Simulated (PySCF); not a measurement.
hydrogen sulfide (H₂S), SMILES S. Atoms are numbered in the order given.

```xyz
3

S      0.0000     0.0000    -0.1047
H      0.0000    -0.9705     0.8376
H      0.0000     0.9705     0.8376
```

Coordinates come from a PBE-D3(BJ)/def2-TZVPD optimisation.

Method: B3LYP/pcJ-2 (PySCF).

Isotropic couplings with Fermi-contact, spin-dipole and both spin-orbit terms, one fixed conformer, no vibrational averaging. Isotopes: 1H.

Computed spin–spin coupling constants:
```csv
pair,bonds apart,J (Hz)
H2–H3,2,-12.4
```
